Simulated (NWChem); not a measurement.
# C2H6 (ethane): M06-HF-D3(0)/4-31G (Cartesian functions), part 2 of 2

NWChem 7.3.0. The steps go on from the part before.

### 3 The distorted shape

Input file c2h6.nw:

```
start c2h6
title "C2H6"
memory stack 880 mb heap 220 mb global 1100 mb
geometry noautosym nocenter noautoz
  C    -0.218770    0.147980   -0.676860
  C     0.434830   -0.116420    0.668140
  H     0.178530   -0.513820   -1.450260
  H    -1.299070   -0.009920   -0.633360
  H    -0.050570    1.175980   -1.006760
  H     0.037630    0.545380    1.441540
  H     1.407100    0.025600    0.628900
  H     0.266530   -1.144320    0.998140
end
basis cartesian
  C library 4-31G
  H library 4-31G
end
dft
  xc m06-hf
  mult 1
  disp vdw 3
  grid fine
  convergence energy 1e-08
  direct
  print medium
end
property
  esp
  efieldgrad
  quadrupole
  electrondensity
  efield
end
task dft property
```

Started as:

```console
$ nwchem c2h6.nw > c2h6.out
```

What it wrote:

```text
Northwest Computational Chemistry Package (NWChem) 7.3.0
             --------------------------------------------------------

           Job information
           ---------------

    nwchem branch   = 7.3.0
    use scalapack   = T
    input           = c2h6.nw
    prefix          = c2h6.
    data base       = ./c2h6.db
    status          = startup
    nproc           =        1

           Memory information
           ------------------

    heap     =     28835838 doubles =      220.0 Mbytes
    stack    =    115343355 doubles =      880.0 Mbytes
    global   =    144179200 doubles =     1100.0 Mbytes (distinct from heap & stack)
    total    =    288358393 doubles =     2200.0 Mbytes
    verify   = yes
    hardfail = no

           Directory information
           ---------------------

  0 permanent = .
  0 scratch   = .

                                NWChem Input Module
                                -------------------

                                       C2H6
                                       ----

 Scaling coordinates for geometry "geometry" by  1.889725989
 (inverse scale =  0.529177249)

                             Geometry "geometry" -> ""
                             -------------------------

 Output coordinates in angstroms (scale by  1.889725989 to convert to a.u.)

  No.       Tag          Charge          X              Y              Z
 ---- ---------------- ---------- -------------- -------------- --------------
    1 C                    6.0000    -0.21877000     0.14798000    -0.67686000
    2 C                    6.0000     0.43483000    -0.11642000     0.66814000
    3 H                    1.0000     0.17853000    -0.51382000    -1.45026000
[... 4 lines of this table left out ...]
    8 H                    1.0000     0.26653000    -1.14432000     0.99814000

      Atomic Mass
      -----------

      C                 12.000000
      H                  1.007825

 Effective nuclear repulsion energy (a.u.)      42.7546503864

            Nuclear Dipole moment (a.u.)
            ----------------------------
        X                 Y               Z
 ---------------- ---------------- ----------------
     3.4705006753     0.5069378937    -0.1400664903

            XYZ format geometry
            -------------------
     8
 geometry
 C                    -0.21877000     0.14798000    -0.67686000
 C                     0.43483000    -0.11642000     0.66814000
 H                     0.17853000    -0.51382000    -1.45026000
[... 4 lines of this table left out ...]
 H                     0.26653000    -1.14432000     0.99814000

 ==============================================================================
                                internuclear distances
 ------------------------------------------------------------------------------
       center one      |      center two      | atomic units |  angstroms
 ------------------------------------------------------------------------------
    2 C                |   1 C                |     2.86973  |     1.51859
    3 H                |   1 C                |     2.06489  |     1.09269
    4 H                |   1 C                |     2.06480  |     1.09264
    5 H                |   1 C                |     2.06483  |     1.09266
    6 H                |   2 C                |     2.06482  |     1.09265
    7 H                |   2 C                |     1.85830  |     0.98337
    8 H                |   2 C                |     2.06474  |     1.09261
 ------------------------------------------------------------------------------
                         number of included internuclear distances:          7
 ==============================================================================

 ==============================================================================
                                 internuclear angles
 ------------------------------------------------------------------------------
        center 1       |       center 2       |       center 3       |  degrees
 ------------------------------------------------------------------------------
    2 C                |   1 C                |   3 H                |   111.40
    2 C                |   1 C                |   4 H                |   111.41
    2 C                |   1 C                |   5 H                |   111.41
    3 H                |   1 C                |   4 H                |   107.47
    3 H                |   1 C                |   5 H                |   107.47
    4 H                |   1 C                |   5 H                |   107.47
    1 C                |   2 C                |   6 H                |   111.41
    1 C                |   2 C                |   7 H                |   111.41
    1 C                |   2 C                |   8 H                |   111.41
    6 H                |   2 C                |   7 H                |   107.47
    6 H                |   2 C                |   8 H                |   107.46
    7 H                |   2 C                |   8 H                |   107.47
 ------------------------------------------------------------------------------
                            number of included internuclear angles:         12
 ==============================================================================

                      Basis "ao basis" -> "" (cartesian)
                      -----
  [basis functions not shown]

 Summary of "ao basis" -> "" (cartesian)
 ------------------------------------------------------------------------------
       Tag                 Description            Shells   Functions and Types
[... 10 lines left out ...]
  convergence criterion.
[... 30 lines left out ...]
          Convergence on energy requested:  1.00D-08
          Convergence on density requested:  1.00D-05
          Convergence on gradient requested:  5.00D-04
[... 19 lines left out ...]
          Spatial weights used:  Erf1
[... 1 line left out ...]
          Convergence Information
[... 1 line left out ...]
          Convergence aids based upon iterative change in
          total energy or number of iterations.
[... 53 lines left out ...]
   convergence    iter        energy       DeltaE   RMS-Dens  Diis-err    time
[... 9 lines left out ...]
         Total DFT energy =      -79.696837075895
      One electron energy =     -190.009699421466
           Coulomb energy =       80.656839073993
    Exchange-Corr. energy =      -13.098590109160
 Nuclear repulsion energy =       42.754650386444
[... 7 lines left out ...]
                       DFT Final Molecular Orbital Analysis
[... 350 lines left out ...]
 Electric field gradient in molecular frame (a.u.)
         XX             YY             ZZ             XY             XZ             YZ
 ------------------------------------------------------------------------------------------
        0.090155      -0.014005      -0.076150       0.024549      -0.039480       0.010808

 Principal components (a.u.) and orientation
 of principal axis w.r.t. absolute frame                      Asymmetry parameter eta
 --------------------------------------------------------------------------------------
        0.103073      -0.088571      -0.014501                       0.718623

        0.962317       0.238786      -0.130108
        0.183230      -0.215850       0.959080
       -0.200932       0.946779       0.251469

 ------------------------------------------------------------
   Atom      X         Y         Z
 ------------------------------------------------------------
    3 H    0.33737  -0.97098  -2.74059
 ------------------------------------------------------------

 Electric field gradient in molecular frame (a.u.)
         XX             YY             ZZ             XY             XZ             YZ
 ------------------------------------------------------------------------------------------
        0.096026      -0.016184      -0.079842       0.109111       0.121724      -0.204879

 Principal components (a.u.) and orientation
 of principal axis w.r.t. absolute frame                      Asymmetry parameter eta
 --------------------------------------------------------------------------------------
       -0.319613       0.163258       0.156355                       0.021600

       -0.365945       0.702885      -0.609948
        0.607575       0.676902       0.415520
        0.704938      -0.218532      -0.674764

 ------------------------------------------------------------
   Atom      X         Y         Z
 ------------------------------------------------------------
    4 H   -2.45489  -0.01875  -1.19688
 ------------------------------------------------------------

 Electric field gradient in molecular frame (a.u.)
         XX             YY             ZZ             XY             XZ             YZ
 ------------------------------------------------------------------------------------------
       -0.308462       0.152377       0.156085      -0.069234       0.020244       0.004550

 Principal components (a.u.) and orientation
 of principal axis w.r.t. absolute frame                      Asymmetry parameter eta
 --------------------------------------------------------------------------------------
       -0.319539       0.162959       0.156580                       0.019963

        0.988414      -0.130032       0.078295
        0.145428       0.959010      -0.243207
       -0.043461       0.251775       0.966809

 ------------------------------------------------------------
   Atom      X         Y         Z
 ------------------------------------------------------------
    5 H   -0.09556   2.22228  -1.90250
 ------------------------------------------------------------

 Electric field gradient in molecular frame (a.u.)
         XX             YY             ZZ             XY             XZ             YZ
 ------------------------------------------------------------------------------------------
        0.149606      -0.265147       0.115541      -0.071544       0.019429       0.134675

 Principal components (a.u.) and orientation
 of principal axis w.r.t. absolute frame                      Asymmetry parameter eta
 --------------------------------------------------------------------------------------
       -0.319664       0.163284       0.156380                       0.021599

        0.155912       0.833629       0.529863
        0.941636      -0.287460       0.175182
       -0.298351      -0.471625       0.829793

 ------------------------------------------------------------
   Atom      X         Y         Z
 ------------------------------------------------------------
    6 H    0.07111   1.03062   2.72412
 ------------------------------------------------------------

 Electric field gradient in molecular frame (a.u.)
         XX             YY             ZZ             XY             XZ             YZ
 ------------------------------------------------------------------------------------------
        0.094233      -0.015036      -0.079197       0.109623       0.122831      -0.204082

 Principal components (a.u.) and orientation
 of principal axis w.r.t. absolute frame                      Asymmetry parameter eta
 --------------------------------------------------------------------------------------
       -0.319234       0.162862       0.156372                       0.020332

       -0.369881       0.671860      -0.641711
        0.605846       0.698063       0.381651
        0.704371      -0.247612      -0.665244

 ------------------------------------------------------------
   Atom      X         Y         Z
 ------------------------------------------------------------
    7 H    2.65903   0.04838   1.18845
 ------------------------------------------------------------

 Electric field gradient in molecular frame (a.u.)
         XX             YY             ZZ             XY             XZ             YZ
 ------------------------------------------------------------------------------------------
       -0.555583       0.273069       0.282514      -0.124333       0.036296       0.007366

 Principal components (a.u.) and orientation
 of principal axis w.r.t. absolute frame                      Asymmetry parameter eta
 --------------------------------------------------------------------------------------
       -0.575430       0.291847       0.283583                       0.014360

        0.988462      -0.129932       0.077847
        0.145217       0.959052      -0.243169
       -0.043064       0.251668       0.966855

 ------------------------------------------------------------
   Atom      X         Y         Z
 ------------------------------------------------------------
    8 H    0.50367  -2.16245   1.88621
 ------------------------------------------------------------

 Electric field gradient in molecular frame (a.u.)
         XX             YY             ZZ             XY             XZ             YZ
 ------------------------------------------------------------------------------------------
        0.148400      -0.264098       0.115698      -0.073341       0.020105       0.134598

 Principal components (a.u.) and orientation
 of principal axis w.r.t. absolute frame                      Asymmetry parameter eta
 --------------------------------------------------------------------------------------
       -0.319306       0.162899       0.156407                       0.020331

        0.160364       0.806902       0.568500
        0.940833      -0.299145       0.159200
       -0.298523      -0.509334       0.807132

          ---------------------
          Electron/spin density
          ---------------------

 1 a.u. = 4.80286 10**(-10) esu

 Total electron density
 ----------------------
   Point      X         Y         Z      Density (a.u.)
    1 C   -0.41342   0.27964  -1.27908     106.647555
    2 C    0.82171  -0.22000   1.26260     106.692873
    3 H    0.33737  -0.97098  -2.74059       0.419223
[... 4 lines of this table left out ...]
    8 H    0.50367  -2.16245   1.88621       0.419122

 Task  times  cpu:        2.6s     wall:        2.6s
 Total times  cpu:        2.6s     wall:        2.6s
```

It took 3.3 s on 1 thread of INTEL XEON PLATINUM 8581C at 2.10GHz (Emerald Rapids), shared host; peak memory 0.12 GiB.

### 4 What came out

The summary covers parts 1 to 2.

At M06-HF-D3(0)/4-31G (Cartesian functions):

```
                                                         quantity         value
                                        first shape: total energy  -79.70578 Eh
                                       first shape: dipole moment        0.00 D
                                         first shape: HOMO energy     -13.07 eV
                                         first shape: LUMO energy       5.25 eV
                                       first shape: HOMO–LUMO gap      18.32 eV
                                   first shape: dispersion energy  -0.10 kJ/mol
                                    distorted shape: total energy  -79.69684 Eh
                                   distorted shape: dipole moment        0.08 D
                                     distorted shape: HOMO energy     -13.03 eV
                                     distorted shape: LUMO energy       5.30 eV
                                   distorted shape: HOMO–LUMO gap      18.33 eV
                               distorted shape: dispersion energy  -0.10 kJ/mol
energy change with the C2–H7 bond shortened from 1.093 to 0.983 Å      0.243 eV
```

In words: With the C2–H7 bond shortened from 1.093 to 0.983 Å the energy rises by 0.24 eV (5.6 kcal/mol). The first shape isn't relaxed at this level, so the change isn't measured from a minimum.
